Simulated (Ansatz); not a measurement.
Species: C₂H₃N, SMILES `CC#N` (charge 0, multiplicity 1).

Task: Give a relaxed geometry from B3LYP-D3(BJ)/def2-SVP in Ansatz (a program for electronic structure).

Result: the end point of this relaxation (outside a Z-matrix the atoms follow the SMILES, hydrogens last).
Cartesian coordinates (Å) in one orientation:
```xyz
6

C     -0.488     0.002    -0.006
C      0.971    -0.004     0.012
N      2.129    -0.008     0.026
H     -0.866    -0.811    -0.645
H     -0.883    -0.140     1.011
H     -0.862     0.960    -0.398
```
